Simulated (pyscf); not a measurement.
Optimised with ωB97X-D3(BJ)/def2-SVP in PySCF. Correlated levels are frozen-core, on RHF or UHF. ΔMP2 is the change of the MP2 total energy from the triple- to the quadruple-zeta basis.

Estimate by transition-state theory (the high-pressure limit) the rate constant of H₂S (SMILES S) + Cl–Ge:–Cl (SMILES [Cl][Ge][Cl]) [singlet] → HS–GeH(Cl)–Cl (SMILES [SH][GeH]([Cl])[Cl]) (singlet surface; H–S broken, Ge–S, Ge–H formed) at 600 K, with CCSD(T)/def2-TZVPP + ΔMP2(QZVPP) energies (ideal gas, 1 atm, RRHO with modes under 100 cm⁻¹ raised to 100, one conformer, R ln 2 for rigid chiral ones; no tunnelling).

The electronic barrier is 28.7 kcal/mol and the thermal terms add +20.2, so ΔG‡ = 49.0 kcal/mol. With k_BT/h = 1.25e+13 s⁻¹ and RT = 1.192 kcal/mol, and a volume of 8.18e-20 cm³ per molecule at 1 atm, k = 1.5e-24 cm³ molecule⁻¹ s⁻¹. The product is born with the 51 kcal/mol of the reverse barrier and needs collisions to keep. Wigner's tunnelling factor for 1294i cm⁻¹ would be 1.40, likely too low at so high a frequency. A shift of 1 kcal/mol in the barrier changes k by a factor 2.3. On the reactant side the descent ends in a bound adduct (not fully relaxed), 12.0 kcal/mol under the separated species and 41.8 kcal/mol under the saddle at ωB97X-D3(BJ)/def2-TZVP. One saddle was located; it need not be the lowest between these sides. The CCSD(T) − MP2 part came from Ansatz, without density fitting, on the same reference. The frozen core leaves the outer d or s,p core shells of the metals and heavy elements correlated in the MP2 and CC values, and def2-TZVPP describes them poorly, which can shift differences by a few kcal/mol. Elements up to Kr have no core potential and no relativistic terms here.
